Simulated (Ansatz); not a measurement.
# AlNH+ (quintet): wave-function methods side by side, cc-pVDZ

One table from this session's results is given with a row withheld; the runs are named, their logs left out.

Program: Ansatz 0.2.0, Gaussian basis. Level of theory: cc-pVDZ, core rule «outside noble gas», up to 6 orbitals frozen. These are calculated values, not measurements.

The runs, in order: UHF; CCSD(T) on ROHF; CCSD(T) on UHF; BCCD(T) on ROHF; CISD; CCSDT(Q) on ROHF; CCSDT(Q) on UHF; CCSDTQ on ROHF; CCSDTQ on UHF.

7 further runs of the same task are left out: 4 for a known fault of the program, 3 set aside as unsound or not needed.

### The system

The geometry is a PBE0/def2-TZVP stationary point (not a proven minimum) of the parent state, kept for this charge and spin.

3 atoms, charge 1, spin multiplicity 5.

Atoms are counted from 1 here; the program's logs count them from 0.

Bond lengths: Al1–N2 1.909 Å, N2–H3 1.029 Å. Angles: Al1–N2–H3 108.4°.

Set-up of the first run:

Contents of in.yaml:

```yaml
crystal:
  periodic: [false, false, false]
  atoms:
    - {symbol: Al, position_ang: [0.000000, -0.031887, 0.689947]}
    - {symbol: N, position_ang: [0.000000, 0.120874, -1.212902]}
    - {symbol: H, position_ang: [0.000000, -0.826124, -1.614269]}
basis:
  gaussian: {orbitals: cc-pVDZ}
total_charge: 1
magnetization: {spin_polarized: true, initial_magnetization: 4}
hamiltonian: {xc: hf}
output: {orbitals: {seedname: orbitals}}
```

On the command line:

```sh
ansatz run in.yaml --threads 1 --pin off --events-out ev --progress --plain --max-ram 4096MiB --backend cpu
```

Steps of the session up to this table: UHF; CCSD(T) on ROHF; CCSD(T) on UHF; BCCD(T) on ROHF; CISD; CCSDT(Q) on ROHF; CCSDT(Q) on UHF; CCSDTQ on ROHF; CCSDTQ on UHF.

One table of the session follows, with a row left open; its other results are not shown here.

```
   method  from UCCSDTQ (kJ/mol)
     ROHF                 +371.4
      UHF                 +355.1
     RMP2                  +64.9
     UMP2                  +64.1
     CISD                  +17.0
    RCCSD                      ?
    UCCSD                   +7.5
 RCCSD(T)                   +1.8
 UCCSD(T)                   +1.6
  BCCD(T)                   +1.8
   RCCSDT                   +0.6
   UCCSDT                   +0.4
RCCSDT(Q)                   +0.2
UCCSDT(Q)                    0.0
  RCCSDTQ                   +0.2
  UCCSDTQ                      0
```

Q: Estimate the row for RCCSD from the others.

As computed: from UCCSDTQ (kJ/mol): +7.9. In the column «from UCCSDTQ (kJ/mol)» it lies between UCCSD (+7.5) and CISD (+17.0).

To keep in mind: Restricted and unrestricted rows rest on different reference determinants; where their highest levels disagree by more than a few hundredths of an eV, they describe different states and don't form one ladder.
